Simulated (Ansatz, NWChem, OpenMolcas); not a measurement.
# A ladder of methods for CH8Si2 (SMILES [SiH3]C[SiH3])

The species is CH8Si2 (11 atoms), meant as a singlet with charge 0. As SMILES, `[SiH3]C[SiH3]`. The shape is that of a PBE0-D4/def2-TZVP optimisation.

```xyz
11

Si   -1.1590    1.0347   -0.3447
C    -0.2863   -0.6214   -0.3656
Si    1.3352   -0.6523    0.5696
H    -2.4358    0.9768   -1.1065
H    -0.2935    2.0789   -0.9556
H    -1.4638    1.4368    1.0546
H    -0.9541   -1.3776    0.0607
H    -0.0994   -0.9088   -1.4058
H     1.1106   -0.3044    1.9983
H     2.2821    0.3367   -0.0116
H     1.9641   -1.9994    0.5065
```

Quantity: the energy change with the Si1–H6 bond stretched from 1.487 to 3.272 Å, in eV. The values are calculated.

| level | kind | program | value (eV) |
| --- | --- | --- | --- |
| SVWN5/def2-SVP (restricted) | LDA | OpenMolcas | 4.10 |
| BLYP/def2-SVP (restricted) | GGA | OpenMolcas | 3.98 |
| M06-2X/def2-SVP (restricted) | hybrid meta-GGA | NWChem | 4.72 |
| B3LYP/def2-SVP (restricted) | global hybrid | OpenMolcas | ? |
| r2SCAN0/def2-SVP (restricted) | hybrid meta-GGA | Ansatz | ? |
| wB97X/def2-SVP (restricted) | range-separated hybrid | Ansatz | 4.91 |
| RPA@PBE0/def2-SVP (restricted) | RPA | Ansatz | 4.42 |
| BCCD(T)/def2-SVP (restricted) | coupled cluster or CI | Ansatz | 3.76 |

Problem. Estimate what the levels marked ? give.

Solution. As computed at these levels: B3LYP/def2-SVP (restricted): 4.37 eV; r2SCAN0/def2-SVP (restricted): 4.67 eV. The first shape isn't each level's own minimum. The values span 3.76 to 4.91 eV.
